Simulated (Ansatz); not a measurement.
Rutile MnF2 was calculated with PBE+U (Ansatz, a quantum-chemistry and plane-wave program, PAW).

Run with plane-wave cutoff 520 eV, 8×8×10 k mesh (along the axes of the cell as run), U_eff Mn 3.9 eV, spin-polarised with opposed moments, scalar-relativistic PAW data made under PBE.

Computed at the level's own relaxed cell.

Hill averages of the elastic tensor: K = 80.8 GPa, G = 27.8 GPa. Volume 13.882 Å³/atom, mean atomic mass 30.978 u.

**Question.** Work out the density, the sound velocities of a polycrystal and the elastic Debye temperature at this level.

**Answer.** ρ = 1.66054 × 30.978/13.882 = 3.706 g/cm³. v_l = √[(K + 4G/3)/ρ] = 5.640 km/s and v_t = √(G/ρ) = 2.739 km/s. The mean follows from 3/v_m³ = 1/v_l³ + 2/v_t³: v_m = 3.078 km/s. Θ_D = (ħ/k_B) v_m (6π²/V)^(1/3) = 76.38 K Å s/km × 3.078 × 1.6218 Å⁻¹ = 381 K, counting all atoms of the cell.
